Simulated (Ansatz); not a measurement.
# C2H8N2: the cost of one run

Program: Ansatz 0.2.0. Level of theory: UKS B3LYP/def2-SVP. These are calculated values, not measurements.

### Step 1. The structure to begin with

Bond lengths: C1–N2 1.451 Å, N2–C3 1.451 Å, N2–N4 1.465 Å, C1–H5 1.090 Å, C1–H6 1.098 Å, C1–H7 1.088 Å, C3–H8 1.087 Å, C3–H9 1.089 Å, C3–H10 1.097 Å, N4–H11 1.019 Å, N4–H12 1.019 Å. Angles (14 of 18 angles, heavy atoms first): C1–N2–C3 111.1°, C1–N2–N4 108.0°, C3–N2–N4 107.9°, N2–C1–H5 108.9°, N2–C1–H6 112.6°, N2–C1–H7 108.4°, N2–C3–H8 108.4°, N2–C3–H9 108.8°, N2–C3–H10 112.6°, N2–N4–H11 105.9°, N2–N4–H12 105.8°, H5–C1–H6 108.8°, H5–C1–H7 108.7°, H6–C1–H7 109.3°.

Structure file:

```xyz
12

C    -0.5600    1.0355   -0.5884
N     0.2478   -0.1455   -0.3501
C     0.9520   -0.0510    0.9150
N    -0.6492   -1.3022   -0.2806
H    -1.0540    0.9367   -1.5548
H    -1.3232    1.1882    0.1859
H     0.0984    1.9011   -0.6199
H     1.6321    0.7961    0.8661
H     1.5340   -0.9597    1.0625
H     0.2733    0.0762    1.7679
H    -1.1074   -1.3558   -1.1887
H    -0.0439   -2.1194   -0.2150
```

### Step 2. End point A

The input, input.yaml:

```yaml
crystal:
  periodic: [false, false, false]
  atoms:
    - { symbol: C, position_ang: [-0.55998, 1.03554, -0.58844] }
    - { symbol: "N", position_ang: [0.24779, -0.14553, -0.35012] }
    - { symbol: C, position_ang: [0.952, -0.05104, 0.91502] }
    - { symbol: "N", position_ang: [-0.64916, -1.30225, -0.28062] }
    - { symbol: H, position_ang: [-1.054, 0.9367, -1.55478] }
    - { symbol: H, position_ang: [-1.32321, 1.18819, 0.18589] }
    - { symbol: H, position_ang: [0.09844, 1.90106, -0.61987] }
    - { symbol: H, position_ang: [1.63213, 0.79612, 0.86612] }
    - { symbol: H, position_ang: [1.53397, -0.95973, 1.06252] }
    - { symbol: H, position_ang: [0.27333, 0.07616, 1.76792] }
    - { symbol: H, position_ang: [-1.10743, -1.35578, -1.18867] }
    - { symbol: H, position_ang: [-0.04387, -2.11944, -0.21495] }
magnetization:
  spin_polarized: true
basis:
  gaussian: { orbitals: def2-SVP }
hamiltonian:
  xc: b3lyp
relax:
  f_tol: 0.02
  max_steps: 50
output:
  orbitals: {}
```

Launch:

```bash
$ ansatz run input.yaml --threads 2 --pin off --max-ram 3072MiB --backend cpu --events-out ev --progress --plain --runs-dir out
```

**Question.** How long does this run take on 2 threads of Arm Neoverse N1, shared host, and how much memory does it need?

About 29 s, with a peak of 0.26 GiB.
